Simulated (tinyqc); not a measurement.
RKS/PBE in the sto-3g basis, for H2O, spin multiplicity 1, step by step (part 2 of 2). Computed by tinyqc, a small Python program that keeps every step (integrals from PySCF). Command: `OMP_NUM_THREADS=1 python tinyqc.py 31744 31745 out.jsonl` (the two numbers bound the seeds that draw the settings). One thread of a shared host (Intel(R) Xeon(R) Processor @ 2.60GHz), about 0.5 s of CPU time with the checks.

Geometry (angstrom):
```
atom,x,y,z
O,0.000000,0.000000,0.000000
H,0.000000,0.899000,0.603000
H,0.000000,-0.899000,0.603000
```

## Convergence

Stop when the energy changes by less than 1e-09 hartree and every element of the error matrix X^T (F D S - S D F) X is below 9e-06.

Course of the cycle:
```
iteration,E (hartree),change,largest element of the error matrix
1,-75.70349095,-,1.02e+00
2,-75.17518159,5.28e-01,2.86e-01
3,-75.13870884,3.65e-02,3.43e-01
4,-75.22431928,-8.56e-02,3.56e-03
5,-75.22433535,-1.61e-05,1.36e-04
6,-75.22433537,-1.02e-08,1.94e-05
7,-75.22433537,-3.39e-10,1.03e-07
```

PySCF RKS in the same basis, fine grid = -75.22457098 hartree

Converged in 7 iterations. The coarse grid moves the energy by +2.36e-04 hartree.

## Populations, bond orders and dipole

D after iteration 7, lower triangle:
```
,1O 1s,1O 2s,1O 2px,1O 2py,1O 2pz,2H 1s,3H 1s
1O 1s,2.110453
1O 2s,-0.470804,2.071421
1O 2px,0.000000,0.000000,2.000000
1O 2py,0.000000,0.000000,0.000000,0.716033
1O 2pz,0.104255,-0.565599,0.000000,0.000000,1.156128
2H 1s,-0.013243,-0.088831,0.000000,0.534666,0.534316,0.662992
3H 1s,-0.013243,-0.088831,0.000000,-0.534666,0.534316,-0.135485,0.662992
```

overlap S, lower triangle:
```
,1O 1s,1O 2s,1O 2px,1O 2py,1O 2pz,2H 1s,3H 1s
1O 1s,1.000000
1O 2s,0.236704,1.000000
1O 2px,0.000000,0.000000,1.000000
1O 2py,0.000000,0.000000,0.000000,1.000000
1O 2pz,0.000000,0.000000,0.000000,0.000000,1.000000
2H 1s,0.040040,0.396427,0.000000,0.288461,0.193484,1.000000
3H 1s,0.040040,0.396427,0.000000,-0.288461,0.193484,0.164602,1.000000
```

Mulliken: Z minus the diagonal of D S on the atom; Loewdin: the same with S^(1/2) D S^(1/2); Mayer order: 2 sum_s sum (D(s) S)_ij (D(s) S)_ji over the two atoms.

Charges (e):
```
atom,Mulliken,Loewdin
1O,-0.274886,-0.197936
2H,0.137443,0.098968
3H,0.137443,0.098968
```

Mayer bond orders:
```
pair,order
2-1,0.968352
3-1,0.968352
3-2,0.012758
```

dipole moment about the origin, x y z (debye): 0.000000  0.000000  1.396698
